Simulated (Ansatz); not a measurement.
Chalcopyrite ZnGeP2 was calculated with BLYP in Ansatz (plane waves, PAW).

Numerical settings: plane-wave cutoff 520 eV, 10×10×10 k mesh, Fermi–Dirac smearing 0.01 eV, scalar-relativistic PAW data made under PBE.

On both sides of the equilibrium volume: at 21.249 Å³/atom the pressure is 1.31 GPa and the direct gap at Γ 0.810 eV; at 22.117 Å³/atom they are -1.17 GPa and 0.547 eV. The fitted bulk modulus is 61.7 GPa.

Q: Work out the volume deformation potential of this gap and its pressure coefficient, in two ways.

A: a_V = dE_g/d ln V = (0.547 − 0.810)/ln(22.117/21.249) = -6.57 eV. Since dP = −B d ln V, dE_g/dP = −a_V/B = 106 meV/GPa. Straight from the pressures: (0.810 − 0.547)/(1.31 − (-1.17)) = 106 meV/GPa. At this level and over this range the gap at Γ widens under pressure.

Spin–orbit coupling is not included.

Ansatz is an electronic-structure program.
